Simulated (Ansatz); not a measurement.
Geometry optimisation, Ansatz, RKS B3LYP/def2-SVP.

Input file:

```yaml
crystal:
  periodic: [false, false, false]
  atoms:
    - { symbol: H, position_ang: [-1.2535, -1.0126, -1.4844] }
    - { symbol: O, position_ang: [-0.7729, -1.3199, -0.3452] }
    - { symbol: C, position_ang: [-0.2479, -0.1472, -0.3462] }
    - { symbol: C, position_ang: [0.5793, 0.3522, 0.7729] }
    - { symbol: S, position_ang: [-0.6478, 0.6585, -1.7494] }
    - { symbol: H, position_ang: [0.7997, -0.4553, 1.4672] }
    - { symbol: H, position_ang: [0.0408, 1.1424, 1.2964] }
    - { symbol: H, position_ang: [1.5024, 0.782, 0.3888] }
basis:
  gaussian: { orbitals: def2-SVP }
hamiltonian:
  xc: b3lyp
relax:
  f_tol: 0.15
  max_steps: 25
  restrain:
    - { distance: [4, 0], at: 2.66, k: 30.0 }
    - { distance: [1, 0], at: 0.97, k: 30.0 }
output:
  orbitals: {}
```

Command:

```bash
$ ansatz run input.yaml --threads 2 --pin off --max-ram 3072MiB --backend cpu --events-out ev --progress --plain --runs-dir out
```

Task: Where does it end, and by what steps?

Result: The forces met the threshold. The restraints hold the end off the free minimum. After 6 steps the energy has fallen by 1.135 eV (the restraints' own energy left out); H1 moved furthest, 0.57 Å. Joined: H1–O2.

```json
{"step": "0", "energy less start (eV)": "0.0000", "largest force component (eV/Å)": "1.673", "accepted": "yes"}
{"step": "1", "energy less start (eV)": "-0.4670", "largest force component (eV/Å)": "3.132", "accepted": "yes"}
{"step": "2", "energy less start (eV)": "-0.9143", "largest force component (eV/Å)": "2.291", "accepted": "yes"}
{"step": "3", "energy less start (eV)": "-1.0292", "largest force component (eV/Å)": "1.306", "accepted": "yes"}
{"step": "4", "energy less start (eV)": "-1.0052", "largest force component (eV/Å)": "1.296", "accepted": "yes"}
{"step": "5", "energy less start (eV)": "-1.1105", "largest force component (eV/Å)": "0.432", "accepted": "yes"}
{"step": "6", "energy less start (eV)": "-1.1345", "largest force component (eV/Å)": "0.215", "accepted": "yes"}
```

```xyz
8
Properties=species:S:1:pos:R:3
H -1.475 -1.336 -1.072
O -0.959 -1.099 -0.282
C -0.203 -0.020 -0.519
C 0.569 0.353 0.714
S -0.153 0.788 -1.947
H 1.016 -0.550 1.162
H -0.134 0.768 1.459
H 1.339 1.097 0.485
```

Whether the end is a true minimum wasn't checked by a vibrational analysis.

The run took 10 s on 2 threads of Arm Neoverse V2, on a shared host, peak memory 0.15 GiB.
